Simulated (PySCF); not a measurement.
Static response to an electric field

Compound: C4H3NO.
Numbering: `[CH2:1]=[CH:2][C:3](=[O:4])[C:5]#[N:6]` (hydrogens: H7, H8 on C1; H9 on C2)

Structure used (GFN2-xTB), in Å, numbered top down from 1:
```xyz
9
C4H3NO angstrom
C     -1.629   -0.133    0.046
C     -0.410    0.325   -0.220
C      0.785   -0.393    0.268
O      0.773   -1.411    0.919
C      2.024    0.265   -0.125
N      2.984    0.800   -0.446
H     -2.520    0.366   -0.294
H     -1.755   -1.037    0.621
H     -0.238    1.225   -0.793
```

Level: B3LYP/def2-SVPD (PySCF), static field, nuclei fixed, core orbitals frozen in the response. The polarisability tensor in these axes (au):

```
x   78.90  6.62 -3.22
y    6.62 48.38 -8.79
z   -3.22 -8.79 39.97
```

**Question.** Diagonalise the tensor; give its mean and Δα, where Δα² is half the sum of the squared differences of the eigenvalues.

**Answer.** Principal values 34.41, 51.93 and 80.90 au; mean 55.75 au = 8.26 Å³ = 9.19 × 10⁻⁴⁰ C²·m²/J; Δα = 40.66 au (73 % of the mean).

**Question.** What is the dipole moment, and where does it point?

**Answer.** (-3.97, 0.83, -0.62) D, 4.10 D in size, pointing from the negative to the positive side. Measured along this direction, the outermost atoms are N6 at the negative end and H7 at the positive end.

**Question.** What are the principal values of the traceless quadrupole moment, Θ = ½Σq(3rr − r²1), about the centre of nuclear charge?

**Answer.** -6.83, 2.66, 4.17 D·Å. The values depend on the origin, since the dipole doesn't vanish. The electronic extent ⟨r²⟩ about the same centre is 576 bohr², a root-mean-square distance of 1.96 Å for the 42 electrons.

**Question.** Refractivity n − 1 of an ideal gas of it at 500 K and 1 atm, from the electronic α?

**Answer.** N = p/kT = 1.4678 × 10¹⁹ cm⁻³, so n − 1 = 2π × N × 8.26 × 10⁻²⁴ cm³ = 762 × 10⁻⁶ at long wavelengths.

**Question.** Find the Langevin capture rate constant for NO+ (29.998 u) meeting this molecule (81.021 u), k = 2.342 × 10⁻⁹ cm³/s × √(α in Å³ / reduced mass in u).

**Answer.** The reduced mass is 21.89 u, so k = 1.44 × 10⁻⁹ cm³/s. The formula leaves out the permanent dipole, which adds to the capture rate.

The structure is a single GFN2-xTB conformer in the gas phase; no vibrational or solvent corrections.
